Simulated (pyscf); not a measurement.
`[SiH3][SeH]` + `[FH]` → `[F][SiH2][SeH]` + `[H][H]`, a four-centre exchange (singlet surface; H–Si, F–H broken, F–Si, H–H formed). PySCF, gas phase, ωB97X-D3(BJ)/def2-SVP geometries. Energies in eV from the separated reactants.

Small-basis levels: PySCF, no dispersion term, spherical d functions. 

**Question.** Quick HF/6-31G*+LANL2DZ single points give ΔE‡ = 2.11 eV and ΔE = -1.31 eV. What does ωB97M-D3(BJ)/def2-TZVP give, and how far is the quick result from it?

**Answer.** ωB97M-D3(BJ)/def2-TZVP gives ΔE‡ = 1.23 eV and ΔE = -1.23 eV. HF/6-31G*+LANL2DZ lies 0.89 eV over it in the barrier and 0.08 eV under it in the reaction energy, so on this step it does not hold to within 0.13 eV. ωB97M-D3(BJ)/def2-TZVP has limits of its own. On the reactant side the descent ends in a complex, 0.25 eV under the separated species and 1.49 eV under the saddle at ωB97X-D3(BJ)/def2-TZVP. One saddle was located; it need not be the lowest between these sides. In the def2 sets elements up to Kr have no core potential.
